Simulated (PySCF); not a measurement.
# XPS shifts beside NMR shieldings

Compound: C3H4O3.
Bonds: C1–C2, C2–O3 (double), C2–O4, O4–C5, C5–O6 (double). Hydrogens: H7, H8, H9 on C1; H10 on C5.

Binding energies: PySCF, delta-SCF UKS SCAN, pcX-2 on the ionised atom, pcseg-1 elsewhere, spin-free X2C. Shieldings: GIAO CAM-B3LYP/pcSseg-2, non-relativistic, same geometry.

```
atom  O 1s (eV)
  O3     538.54
  O4     540.18
  O6     538.77
```

Problem. What are the absolute isotropic shieldings of these atoms?

Solution. 
```csv
atom,environment,O 1s (eV),isotropic shielding (ppm)
O3,anhydride carbonyl oxygen,538.54,-169.8
O6,anhydride carbonyl oxygen,538.77,-163.4
O4,anhydride bridging oxygen,540.18,11.0
```

Problem. Among the listed atoms, is the one with the highest binding energy also the least shielded?

Solution. No. The highest binding energy is at O4 (540.18 eV, shielding 11.0 ppm), the lowest shielding at O3 (-169.8 ppm, 538.54 eV).

By binding energy: O3 < O6 < O4. By shielding: O3 < O6 < O4.

The structure is a single PBE0-D3(BJ)/def2-SVP conformer in the gas phase; no vibrational or solvent corrections.

Shape of the structure used: `[CH3:1][C:2](=[O:3])[O:4][CH:5]=[O:6]`: C1–C2–O4–C5 155°, C2–O4–C5–O6 -21°.
